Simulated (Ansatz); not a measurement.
A geometry relaxed with PBE-D3(BJ)/def2-TZVP run with Ansatz (a quantum-chemistry and plane-wave program), charge 0, multiplicity 1:

```xyz
3

C     -0.0276     0.0001     0.0000
N      1.1309    -0.0033     0.0000
H     -1.1033     0.0032     0.0000
```

Question: Write the SMILES of this molecule.

Answer: `C#N`
